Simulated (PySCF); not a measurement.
N$_{2}$, triplet, geometry from GFN2-xTB (a higher spin typed on purpose: for a closed-shell molecule this is an excited state); PySCF with M062X/def2-SVP.

Here is a job for PySCF.
```python
from pyscf import gto, scf, dft

mol = gto.Mole()
mol.atom = '''
    N    -0.00000000   -0.00000000   -0.57776211
    N     0.00000000    0.00000000    0.57776211
'''
mol.basis = 'def2-svp'
mol.spin = 2
mol.verbose = 4
mol.build()

mf = dft.UKS(mol)
mf.xc = 'm062x'
mf.kernel()
mf.analyze()
```

What the program printed (banner, timings and long lists left out):

```
PySCF version 2.14.0

[INPUT] verbose = 4
[INPUT] num. atoms = 2
[INPUT] num. electrons = 14
[INPUT] charge = 0
[INPUT] spin (= nelec alpha-beta = 2S) = 2
[INPUT] symmetry False subgroup None
[INPUT] Mole.unit = angstrom
[INPUT] Symbol           X                Y                Z      unit          X                Y                Z       unit  Magmom
[INPUT]  1 N      0.000000000000   0.000000000000  -0.577762110000 AA    0.000000000000   0.000000000000  -1.091812153051 Bohr   0.0
[INPUT]  2 N      0.000000000000   0.000000000000   0.577762110000 AA    0.000000000000   0.000000000000   1.091812153051 Bohr   0.0

nuclear repulsion = 22.439757545783
number of shells = 12
number of NR pGTOs = 48
number of NR cGTOs = 28
basis = def2-svp
ecp = {}

******** <class 'pyscf.dft.uks.UKS'> ********
method = UKS
initial guess = minao
damping factor = 0
level_shift factor = 0
DIIS = <class 'pyscf.scf.diis.CDIIS'>
diis_start_cycle = 1
diis_space = 8
diis_damp = 0
SCF conv_tol = 1e-09
SCF conv_tol_grad = None
SCF max_cycles = 50
direct_scf = True
direct_scf_tol = 1e-13
number electrons alpha = 8  beta = 6
XC library pyscf.dft.libxc version 7.1.2
    S. Lehtola, C. Steigemann, M. J. T. Oliveira, and M. A. L. Marques,  SoftwareX 7, 1–5 (2018)
XC functionals = m062x
    Y. Zhao and D. G. Truhlar,  Theor. Chem. Acc. 120, 215 (2008)
    Y. Zhao and D. G. Truhlar,  Theor. Chem. Acc. 120, 215 (2008)
radial grids:
    Treutler-Ahlrichs [JCP 102, 346 (1995); DOI:10.1063/1.469408] (M4) radial grids

becke partition: Becke, JCP 88, 2547 (1988); DOI:10.1063/1.454033
pruning grids: <function nwchem_prune>
grids dens level: 3
symmetrized grids: False
atomic radii adjust function: <function treutler_atomic_radii_adjust>
small_rho_cutoff = 0
Set gradient conv threshold to 3.16228e-05
tot grids = 27808
init E= -109.345913341022

cycle= 1 E= -109.106383866357  delta_E= 0.24  |g|= 0.174  |ddm|= 1.44

cycle= 2 E= -109.120456345276  delta_E= -0.0141  |g|= 0.0866  |ddm|= 0.284

cycle= 3 E= -109.124156898367  delta_E= -0.0037  |g|= 0.0113  |ddm|= 0.0914

cycle= 4 E= -109.124271292153  delta_E= -0.000114  |g|= 0.00147  |ddm|= 0.0282

cycle= 5 E= -109.124273095536  delta_E= -1.8e-06  |g|= 0.000232  |ddm|= 0.00359

cycle= 6 E= -109.12427313957  delta_E= -4.4e-08  |g|= 2.1e-05  |ddm|= 0.000488

cycle= 7 E= -109.124273139993  delta_E= -4.24e-10  |g|= 2.37e-06  |ddm|= 4.55e-05

Extra cycle  E= -109.124273139998  delta_E= -5.12e-12  |g|= 5.69e-07  |ddm|= 4.8e-06
converged SCF energy = -109.124273139998  <S^2> = 2.0060884  2S+1 = 3.0040562
**** SCF Summaries ****
Total Energy =                        -109.124273139998252
Nuclear Repulsion Energy =              22.439757545782989
One-electron Energy =                 -191.773762548857746
Two-electron Energy =                   60.209731863076527
Two-electron Coulomb Energy =           73.807306828414880
DFT Exchange-Correlation Energy =      -13.597574965338353
**** MO energy ****
                             alpha | beta                alpha | beta
MO #1   energy= -14.8791621493706  | -14.8615973056985  occ= 1 | 1
MO #2   energy= -14.877941343552   | -14.8606433963061  occ= 1 | 1
MO #3   energy= -1.2103750387549   | -1.15143736583851  occ= 1 | 1
MO #4   energy= -0.702538467233825 | -0.55623639000376  occ= 1 | 1
MO #5   energy= -0.56943022653107  | -0.490419985482182 occ= 1 | 1
MO #6   energy= -0.561165073659267 | -0.460696124331325 occ= 1 | 1
MO #7   energy= -0.531957269340795 | -0.25350483554061  occ= 1 | 0
MO #8   energy= -0.237245054239378 | 0.0363069932935853 occ= 1 | 0
MO #9   energy= -0.00844990175261984 | 0.0647855085144804 occ= 0 | 0
MO #10  energy= 0.495698578378782  | 0.523048389680167  occ= 0 | 0
MO #11  energy= 0.556375519697258  | 0.576665898682497  occ= 0 | 0
MO #12  energy= 0.685407345924348  | 0.713619822461188  occ= 0 | 0
MO #13  energy= 0.694421880731372  | 0.721973260497772  occ= 0 | 0
MO #14  energy= 0.706435931061179  | 0.738991790279953  occ= 0 | 0
MO #15  energy= 0.712694471278225  | 0.744396869232314  occ= 0 | 0
MO #16  energy= 0.819138589322694  | 0.848225319952656  occ= 0 | 0

To work with the spin densities directly, `use mulliken_meta_spin()` only printing them here.

 ** Mulliken spin pop alpha/beta on meta-lowdin orthogonal AOs **
 ** Mulliken Spin Density (per AO)  **
spin_pop of  0 N 1s        0.00000
spin_pop of  0 N 2s        0.11743
spin_pop of  0 N 3s        0.00487
spin_pop of  0 N 2px       0.00031
spin_pop of  0 N 2py       0.49406
spin_pop of  0 N 2pz       0.37421
spin_pop of  0 N 3px       0.00030
spin_pop of  0 N 3py       0.00625
spin_pop of  0 N 3pz       0.00241
spin_pop of  0 N 3dxy     -0.00000
spin_pop of  0 N 3dyz     -0.00054
spin_pop of  0 N 3dz^2     0.00111
spin_pop of  0 N 3dxz     -0.00038
spin_pop of  0 N 3dx2-y2   -0.00003
spin_pop of  1 N 1s        0.00000
spin_pop of  1 N 2s        0.11743
spin_pop of  1 N 3s        0.00487
spin_pop of  1 N 2px       0.00031
spin_pop of  1 N 2py       0.49406
spin_pop of  1 N 2pz       0.37421
spin_pop of  1 N 3px       0.00030
spin_pop of  1 N 3py       0.00625
spin_pop of  1 N 3pz       0.00241
spin_pop of  1 N 3dxy     -0.00000
spin_pop of  1 N 3dyz     -0.00054
spin_pop of  1 N 3dz^2     0.00111
spin_pop of  1 N 3dxz     -0.00038
spin_pop of  1 N 3dx2-y2   -0.00003
 ** Mulliken Spin Density (per atom)  **
spin density of  0 N =      1.00000
spin density of  1 N =      1.00000
 ** Mulliken pop alpha/beta on meta-lowdin orthogonal AOs **
 ** Mulliken pop       alpha | beta **
pop of  0 N 1s        0.99998 | 0.99998
pop of  0 N 2s        0.81110 | 0.69367
pop of  0 N 3s        0.00836 | 0.00349
pop of  0 N 2px       0.49831 | 0.49800
pop of  0 N 2py       0.99210 | 0.49804
pop of  0 N 2pz       0.67248 | 0.29827
pop of  0 N 3px       0.00031 | 0.00001
pop of  0 N 3py       0.00626 | 0.00001
pop of  0 N 3pz       0.00524 | 0.00283
pop of  0 N 3dxy      0.00000 | 0.00000
pop of  0 N 3dyz      0.00141 | 0.00195
pop of  0 N 3dz^2     0.00283 | 0.00172
pop of  0 N 3dxz      0.00162 | 0.00200
pop of  0 N 3dx2-y2    0.00001 | 0.00004
pop of  1 N 1s        0.99998 | 0.99998
pop of  1 N 2s        0.81110 | 0.69367
pop of  1 N 3s        0.00836 | 0.00349
pop of  1 N 2px       0.49831 | 0.49800
pop of  1 N 2py       0.99210 | 0.49804
pop of  1 N 2pz       0.67248 | 0.29827
pop of  1 N 3px       0.00031 | 0.00001
pop of  1 N 3py       0.00626 | 0.00001
pop of  1 N 3pz       0.00524 | 0.00283
pop of  1 N 3dxy      0.00000 | 0.00000
pop of  1 N 3dyz      0.00141 | 0.00195
pop of  1 N 3dz^2     0.00283 | 0.00172
pop of  1 N 3dxz      0.00162 | 0.00200
pop of  1 N 3dx2-y2    0.00001 | 0.00004
In total             8.00000 | 6.00000
 ** Mulliken atomic charges   ( Nelec_alpha | Nelec_beta ) **
charge of  0N =     -0.00000  (     4.00000      3.00000 )
charge of  1N =      0.00000  (     4.00000      3.00000 )
Dipole moment(X, Y, Z, Debye): -0.00000, -0.00000,  0.00000
```
